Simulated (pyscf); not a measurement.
## Substitution at C: `[CH3][OH]` + `[CH3][O]` [doublet] -> `[CH3][O][CH3]` + `[OH]` [doublet]

Gas phase, doublet surface, charge 0. Bonds broken: C1–O10. Bonds formed: C1–O2. Single points on ωB97X-D3(BJ)/def2-SVP structures (PySCF, gas phase).

Transition state (Å):

```xyz
11

C     -0.0897    -0.9484    -0.0604
O      0.1573     0.7802     0.0894
C     -0.6965     1.3487     1.0273
H     -1.0386    -0.6158    -0.5130
H      0.7743    -1.0979    -0.7031
H      0.0311    -1.1665     1.0011
H     -1.7589     1.3570     0.7076
H     -0.6377     0.8632     2.0243
H     -0.3856     2.4023     1.1434
O     -0.8336    -2.5019    -0.4879
H     -1.6142    -2.5521     0.0881
```

One imaginary mode, 1379i cm⁻¹; descent along it reached the two sides named.

| bond | change | reactant side (Å) | saddle | product side |
|---|---|---|---|---|
| C1–O10 | breaks | 1.408 | 1.775 | 3.1 |
| C1–O2 | forms | 3.1 | 1.753 | 1.399 |

Electronic energies relative to the separated reactants (eV):

```tsv
level	barrier	reaction energy	reverse barrier
ωB97X-D3(BJ)/def2-TZVP	2.15	+0.40	1.75
PBE/def2-TZVP	1.45	+0.57	0.88
r²SCAN/def2-TZVP	1.64	+0.47	1.18
B3LYP-D3(BJ)/def2-TZVP	1.83	+0.44	1.39
PBE0-D3(BJ)/def2-TZVP	1.92	+0.43	1.49
M06-2X/def2-TZVP	2.13	+0.36	1.77
ωB97M-D3(BJ)/def2-TZVP	2.10	+0.40	1.71
HF/def2-TZVP	3.28	+0.25	3.03
```

With ωB97M-D3(BJ)/def2-TZVP energies and thermal terms (ideal gas, 1 atm, RRHO with modes under 100 cm⁻¹ raised to 100, one conformer, R ln 2 for chiral ones without a mode under 150 cm⁻¹), in eV:

| T (K) | ΔH‡ | ΔG‡ | ΔH | ΔG |
|---|---|---|---|---|
| 298 | 2.11 | 2.57 | +0.41 | +0.51 |
| 600 | 2.15 | 3.02 | +0.43 | +0.61 |
| 900 | 2.18 | 3.45 | +0.44 | +0.70 |
| 1200 | 2.21 | 3.88 | +0.45 | +0.78 |

This saddle turned up in a search for another step; its sides and bond changes are read from the two ends of the descent. The same reactants have a lower exit, to H₂C=O + H• + H₃C–OH (no saddle counted: cutting one bond, which may have a small barrier of its own, costs +1.20 eV at ωB97M-D3(BJ)/def2-TZVP, against +2.10 eV here). H₃C–O• lies 0.30 eV over its isomer •H₂C–OH (electronic energy, ωB97M-D3(BJ)/def2-TZVP). H₃C–O–CH₃ lies 0.49 eV over its isomer H₃C–CH₂–OH (electronic energy, ωB97M-D3(BJ)/def2-TZVP). One saddle was located; it need not be the lowest between these sides. The angle at the attacked C is 161°. Left out: orbital degeneracy and the spin-orbit lowering of OH. The orbital near-degeneracy of the XH₃O or XH₃S radical is left out.
